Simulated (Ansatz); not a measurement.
A made-up structure of LiSiNH2, singlet:

```
5
angstrom
Li -2.5619 0.7241 0.2541
N -0.9194 0.2573 0.0904
Si 0.5934 -0.1678 -0.0589
H -0.5481 1.1385 0.4453
H 1.7882 0.6689 0.2818
```

It is relaxed with PBE-D4/def2-SVP and then PBE0-D4/def2-TZVP (Ansatz 0.2.0). Atoms count as bonded within 1.22 times the sum of their covalent radii (H–H: 0.88 Å). The end point is not checked to be a true minimum.

Does its bonding change? (A judgement: the text doesn't fix the answer.)

The calculation gives: Yes. Formed: Li1–Si3; broken: none.

Where it ends: The first stage lowers the energy by 2.00 eV in 15 steps. It ends as LiSiNH₂ ([Li]1[NH][SiH]1):
```
atom    x (Å)    y (Å)    z (Å)
 Li1  -2.2081  -0.0835  -0.0484
  N2  -0.8134   0.9663   0.3678
 Si3   0.1927  -0.2838  -0.1028
  H4  -0.4615   1.8504   0.7105
  H5   1.6426   0.1716   0.0857
```

Labels in which every atom is bracketed show which atoms are joined, not bond orders.

For scale, one of the runs: PBE0-D4/def2-TZVP relaxation, 94 basis functions, launched by `ansatz run in.yaml --threads 2 --pin off --events-out ev --progress --plain --max-ram 4352MiB`. The run took about 3.4 s on 2 CPU threads of an AMD EPYC 9R45 (shared host).
